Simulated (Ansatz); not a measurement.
Basis-set extrapolation for `CNCS` (PBE0-D4/def2-TZVP geometry, frozen core, the Gaussian-basis code of Ansatz). Multiplicity 1, RHF reference.

|  | def2-TZVPP | def2-QZVPP |
| --- | --- | --- |
| HF | -531.836902 | -531.855084 |
| MP2 correlation | -0.744825 | -0.798019 |
| CCSD(T) correlation | -0.824381 | not run |

Energies in hartree. Use E(X) = E(∞) + A·exp(−7.88·√X) for Hartree–Fock and E(X) = E(∞) + B·X^(−2.97) for correlation, with X = 3 and 4, and add CCSD(T) minus MP2 of the smaller set to the MP2 limit.

What is the CCSD(T) energy at the basis-set limit?

HF limit: -531.855084 + (-0.018182) × 0.13774 = -531.85759. MP2 limit: -0.798019 + (-0.053194) × 0.74074 = -0.83742. Higher-order term: -0.824381 − (-0.744825) = -0.07956. Total: -532.77457 hartree, 297.4 kJ/mol below CCSD(T)/def2-TZVPP.
